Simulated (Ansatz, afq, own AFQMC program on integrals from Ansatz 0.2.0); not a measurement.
## Where AFQMC and coupled cluster stand for CH3, doublet

| atom | x (Å) | y (Å) | z (Å) |
| --- | --- | --- | --- |
| C | 0.0000 | 0.0000 | 0.0000 |
| H | 1.0799 | 0.0140 | -0.0003 |
| H | -0.5521 | 0.9282 | -0.0027 |
| H | -0.5278 | -0.9423 | 0.0031 |

Basis aug-cc-pVTZ. Only valence electrons are correlated. Ansatz 0.2.0 and our own AFQMC program on the same integrals; the CISD trial comes from CCSD amplitudes, and released means the phaseless constraint is let go. Free projection: walkers drawn from exp(T), propagated without any constraint. Its projection time is finite, and what remains of the start isn't in its error. Uncertainties: one standard error, sampling alone.

Determinant: UHF, the one that the program's search chose, which needn't be the lowest solution. The geometry is a PBE0/def2-TZVP stationary point of this or a neighbouring charge and spin state.

No full CI on the walks' own integrals is used here; CCSDT(Q) serves as the reference and is uncertain by about the last step of the cluster series.

Cautions: the ph-AFQMC/CISD walk drifts between its halves (2.2 errors).

* T1 diagnostic: 0.0090
* weight of the determinant in the CISD state: 0.936
* ⟨S²⟩ of the determinant: 0.762
* size of the correlated space: 7 electrons in 114 orbitals

Reference: CCSDT(Q), correlation energy -5.071 eV. The released energy is read at 2.40 1/Eh (meV from the phaseless value at times in 1/Eh: 2 ± 3 at 0.24, 1 ± 3 at 0.51, -7 ± 5 at 0.99, -9 ± 5 at 1.62, -10 ± 6 at 2.40).

| level | E − E(reference) (kJ/mol) | share of correlation (%) |
| --- | --- | --- |
| HF | 489.3 | 0.00 |
| MP2 | 68.3 | 86.04 |
| CCSD | 14.7 | 97.00 |
| CCSD(T) | 1.6 | 99.67 |
| CCSDT | 0.3 | 99.93 |
| ph-AFQMC/HF | -0.7 ± 2.0 | 100.14 |
| ph-AFQMC/CISD | 0.4 ± 0.4 | 99.91 |
| released AFQMC | -0.5 ± 0.6 | 100.10 |
| free AFQMC | 0.0 ± 0.8 | 100.00 |

Free projections are given only where their last times agree within the noise and don't stop above the reference; a slow remainder of the start can still hide under it. A walk keeps the symmetry of its determinant, which the program's search chose and which needn't be the lowest solution, so a lower state of the same spin and another symmetry isn't excluded. Released energies are given only where the last usable release times agree within the noise; a slower fall can still hide under it.
